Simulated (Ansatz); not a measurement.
FHSSi, SMILES F[Si]S: a ladder of basis sets, run with Ansatz's Python interface.

Script `basis_fhssi.py`:
```python
# -*- coding: utf-8 -*-
"""How the energy of FHSSi converges with the basis."""

from dataclasses import dataclass

import ansatz as az


@dataclass
class RunConfig:
    method: str = "mp2"


settings = RunConfig()

GEOMETRY = """
F    -1.18070    0.03660    1.14930
Si    0.06270    0.94420    0.75540
S     0.97580   -0.02370   -0.91990
H     0.19770   -1.01740   -1.00510
"""


def main():
    mol = az.Crystal.molecule()
    for line in GEOMETRY.strip().splitlines():
        symbol, *xyz = line.split()
        mol = mol.atom(symbol, [float(v) for v in xyz])

    job = mol.calculation().correlation(settings.method)

    energies = {}
    for basis in ["cc-pVDZ", "cc-pVTZ"]:
        r = job.basis(gaussian=basis).run(threads=1).report
        size = r["n_frozen"] + r["n_occupied"][0] + r["n_virtual"][0]
        energies[basis] = (r["reference_energy_ev"] / 27.211386246, r["free_energy_ev"] / 27.211386246)
        print(f"{basis:14s} {size:4d} orbitals  reference {energies[basis][0]:14.6f} Ha  total {energies[basis][1]:14.6f} Ha")

    # two-point extrapolation: the basis-set error of the correlation energy falls as X^-3
    small, large = (energies[b][1] - energies[b][0] for b in ("cc-pVDZ", "cc-pVTZ"))
    limit = (3 ** 3 * large - 2 ** 3 * small) / (3 ** 3 - 2 ** 3)
    print(f"correlation energy: {small:.6f} and {large:.6f} Ha, extrapolated {limit:.6f} Ha")
    print(f"share caught by the larger set: {100 * large / limit:.1f} %")


if __name__ == "__main__":
    main()
```

How far does the total energy move along this ladder of basis sets?

Against cc-pVDZ: cc-pVTZ -203.7 mHa. The last step alone is -203.72 mHa.

What the script printed:

```console
$ python basis_fhssi.py
cc-pVDZ          55 orbitals  reference    -786.533532 Ha  total    -786.931378 Ha
cc-pVTZ         112 orbitals  reference    -786.609971 Ha  total    -787.135102 Ha
correlation energy: -0.397845 and -0.525131 Ha, extrapolated -0.578725 Ha
share caught by the larger set: 90.7 %
```

Notes:
- The drop along the ladder measures the basis error, and is no property of the molecule.
- The geometry is a force-field or estimated start, not a minimum of this method, and the last set is no limit. Much of the fall in a total is atomic energy, which cancels in bond and reaction energies.
- Inner cores stay frozen, so this is valence correlation.
- For Al to Cl the sets with a tight d function, cc-pV(X+d)Z, are usual.
- An extrapolation from small basis sets is rough.
- Finished in 2.3 s on 1 thread of Arm Neoverse V1 (shared host), peak memory 0.22 GiB.
